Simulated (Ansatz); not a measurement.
Two isomers of C4H7N: A = `C=CC(C)=N`, B = `CCC1=NC1`.

Program: Ansatz. Geometries: PBE0-D4/def2-TZVP. ΔE: electronic, gas phase. CCSD(T)/CBS adds triple-zeta CCSD(T) − MP2 to the extrapolated MP2 energy (def2 sets, frozen cores). Functionals use def2-TZVPP. B3LYP here is the variant with VWN-RPA as its local correlation; programs differ in this. Each species was taken in one conformer, which may not be the lowest.

(1) Which isomer does CCSD(T)/CBS put lower? Give the gap. (Best estimate.)

(2) Give E(B) − E(A) in kcal/mol with B2PLYP, B3LYP-D4, B3LYP, PBE-D4, HF/def2-TZVPP, CCSD(T)/def2-TZVPP, ωB97M-V. (Best estimate.)

Largest T1 diagnostic: 0.012.

## Answers

(1) The calculation gave: A, by 21.9 kcal/mol.

(2) Computed: B2PLYP 21.8, B3LYP-D4 23.4, B3LYP 22.8, PBE-D4 19.4, HF/def2-TZVPP 24.0, CCSD(T)/def2-TZVPP 21.4, ωB97M-V 20.5. None reverses the order clearly.

In def2-TZVPP, CCSD(T) changes the Hartree–Fock value by −2.6 kcal/mol (the triples alone add +0.1 kcal/mol) and MP2 by −5.4 kcal/mol.
